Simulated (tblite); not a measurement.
Compound: C₄H₄P (charge -1).
SMILES with atom numbers: `[CH:1]#[C:2][P-:3][CH:4]=[CH2:5]` (hydrogens: H6 on C1; H7 on C4; H8, H9 on C5)

Geometry (GFN2-xTB, Å), atoms numbered from 1 in this order:
```
atom  x, y, z in Å
C1     2.701    0.808    0.568
C2     1.777    0.412   -0.104
P3     0.549   -0.161   -1.199
C4    -0.777   -0.212   -0.022
C5    -2.041   -0.591   -0.272
H6     3.474    1.153    1.195
H7    -0.513    0.098    0.987
H8    -2.798   -0.595    0.503
H9    -2.358   -0.907   -1.254
```

Method: GFN2-xTB as coded in tblite; computed harmonic values from a numerical Hessian at the method's own geometry, unscaled. Against measured fundamentals such values can be off by several per cent, at times by over 20. One conformer, not necessarily the lowest.

Harmonic wavenumbers (cm⁻¹): 112.3, 120.9, 202.1, 296.2, 380.8, 452.8, 515.9, 598.9, 694.9, 701.1, 752.7, 949.1, 1021.7, 1258.4, 1399.0, 1577.5, 2128.7, 2958.2, 3011.6, 3072.4, 3312.1.

A = 13101, B = 2268, C = 1933 MHz; mass 83.005 u (most abundant isotopes); point group Cs, symmetry number 1.

Problem. What is the zero-point energy?

Solution. Half the sum of the wavenumbers: 12759 cm⁻¹ = 152.63 kJ/mol.

Problem. Entropy at 500 K, 1 bar (ideal gas, RRHO, classical rotation)?

Solution. Translation 174.71, rotation 115.77, vibration 100.20: S = 390.7 J/(mol K).

Problem. And Cp and H(500 K) − H(0)?

Solution. Cp = 128.95 J/(mol K), of which vibrations give 95.70 (their classical limit is 21 R = 174.6); H(500 K) − H(0) = 43.23 kJ/mol without the zero-point energy, 26.60 from vibrations.

Problem. Which modes carry the vibrational entropy at 500 K?

Solution. 112.3 cm⁻¹: 17.74; 120.9 cm⁻¹: 17.14; 202.1 cm⁻¹: 12.94; 296.2 cm⁻¹: 9.89; 380.8 cm⁻¹: 7.96; 452.8 cm⁻¹: 6.68 J/(mol K); the other 15 give 27.86 together.

Problem. How do the functions run with temperature in this model?

Solution. 
```json
{"T (K)": "150", "S (J/(mol K))": "274.4", "Cp (J/(mol K))": "67.7", "H − H(0) (kJ/mol)": "7.26", "G − H(0) (kJ/mol)": "-33.90", "ln q(vib)": "1.06"}
{"T (K)": "250", "S (J/(mol K))": "314.6", "Cp (J/(mol K))": "90.9", "H − H(0) (kJ/mol)": "15.22", "G − H(0) (kJ/mol)": "-63.42", "ln q(vib)": "2.35"}
{"T (K)": "298.15", "S (J/(mol K))": "331.4", "Cp (J/(mol K))": "100.3", "H − H(0) (kJ/mol)": "19.83", "G − H(0) (kJ/mol)": "-78.98", "ln q(vib)": "2.99"}
{"T (K)": "400", "S (J/(mol K))": "363.3", "Cp (J/(mol K))": "116.7", "H − H(0) (kJ/mol)": "30.92", "G − H(0) (kJ/mol)": "-114.39", "ln q(vib)": "4.35"}
{"T (K)": "600", "S (J/(mol K))": "415.1", "Cp (J/(mol K))": "138.7", "H − H(0) (kJ/mol)": "56.63", "G − H(0) (kJ/mol)": "-192.43", "ln q(vib)": "6.91"}
{"T (K)": "900", "S (J/(mol K))": "475.6", "Cp (J/(mol K))": "159.8", "H − H(0) (kJ/mol)": "101.64", "G − H(0) (kJ/mol)": "-326.44", "ln q(vib)": "10.34"}
```

q(vib) and H(0) count from the zero-point level.

Hindered rotation and anharmonicity are outside this model. Other conformers, if any are populated, would add a mixing term that is left out.
